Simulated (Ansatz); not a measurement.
**BH₈NSi: how energies converge with the basis set**

An exercise on one series of results from a longer session: the logs are not shown, and one member is left open.

Computed with Ansatz 0.2.0, Gaussian basis. Level: one geometry, several basis sets.

The runs, in order: PBE0-D4/def2-SVP; ωB97M-V/def2-SVP; PBE0-D4/def2-QZVPP; ωB97M-V/def2-QZVPP; the functionals' def2-TZVPP values are taken from earlier runs.

**The relaxed structure**

The geometry comes from an earlier relaxation with PBE0-D4 in a triple-zeta def2 set; it is a stationary point, not always the lowest conformer.

11 atoms, charge 0, spin multiplicity 1.

Atoms are counted from 1 here; the program's logs count them from 0.

Bond lengths: B1–N2 1.653 Å, B1–H4 1.214 Å, B1–H5 1.211 Å, B1–H6 1.214 Å, N2–Si3 1.795 Å, N2–H7 1.016 Å, N2–H8 1.016 Å, Si3–H9 1.475 Å, Si3–H10 1.475 Å, Si3–H11 1.487 Å. Angles: N2–B1–H4 105.1°, N2–B1–H5 106.4°, N2–B1–H6 105.1°, H4–B1–H5 113.3°, H4–B1–H6 112.7°, H5–B1–H6 113.3°, B1–N2–Si3 108.6°, B1–N2–H7 108.7°, B1–N2–H8 108.7°, Si3–N2–H7 112.1°, Si3–N2–H8 112.1°, H7–N2–H8 106.5°, N2–Si3–H9 107.1°, N2–Si3–H10 107.1°, N2–Si3–H11 108.2°, H9–Si3–H10 113.6°, H9–Si3–H11 110.3°, H10–Si3–H11 110.3°.

Coordinates:

```
B     0.4216    1.3575    0.0641
N     0.3653   -0.1963    0.6257
Si   -0.6422   -1.1735   -0.4934
H    -0.7344    1.7270    0.0398
H     1.1067    1.9796    0.8450
H     0.9105    1.2757   -1.0439
H     1.3147   -0.5517    0.6954
H    -0.0102   -0.1876    1.5699
H    -1.9943   -0.5842   -0.4876
H     0.0130   -1.1345   -1.8142
H    -0.6856   -2.5688    0.0197
```

The first run:

File in.yaml:

```yaml
crystal:
  periodic: [false, false, false]
  atoms:
    - {symbol: B, position_ang: [0.421567, 1.357500, 0.064061]}
    - {symbol: N, position_ang: [0.365285, -0.196262, 0.625695]}
    - {symbol: Si, position_ang: [-0.642153, -1.173498, -0.493382]}
    - {symbol: H, position_ang: [-0.734377, 1.727000, 0.039840]}
    - {symbol: H, position_ang: [1.106718, 1.979556, 0.844980]}
    - {symbol: H, position_ang: [0.910515, 1.275689, -1.043877]}
    - {symbol: H, position_ang: [1.314692, -0.551734, 0.695441]}
    - {symbol: H, position_ang: [-0.010151, -0.187628, 1.569930]}
    - {symbol: H, position_ang: [-1.994266, -0.584237, -0.487559]}
    - {symbol: H, position_ang: [0.013028, -1.134516, -1.814240]}
    - {symbol: H, position_ang: [-0.685556, -2.568771, 0.019711]}
basis:
  gaussian: {orbitals: def2-SVP}
hamiltonian: {xc: pbe0, dispersion: d4}
output: {orbitals: {seedname: orbitals}}
```

The run is started by

```bash
ansatz run in.yaml --threads 4 --pin off --events-out ev --progress --plain --max-ram 10444MiB
```

Steps of the session up to this table: PBE0-D4 in def2-SVP; ωB97M-V in def2-SVP; PBE0-D4 in def2-QZVPP; ωB97M-V in def2-QZVPP.

One of the session's tables, all rows but one given; the rest of the session is left out.

```
functional       basis  HOMO (eV)
   PBE0-D4    def2-SVP      -7.65
   PBE0-D4  def2-TZVPP      -7.80
   PBE0-D4  def2-QZVPP          ?
   ωB97M-V    def2-SVP      -9.93
   ωB97M-V  def2-TZVPP     -10.14
   ωB97M-V  def2-QZVPP     -10.15
```

**Question.** Estimate the row for PBE0-D4, def2-QZVPP.

The run gave: HOMO (eV): -7.81. In the column «HOMO (eV)» it lies between ωB97M-V, def2-SVP (-9.93) and PBE0-D4, def2-TZVPP (-7.80).
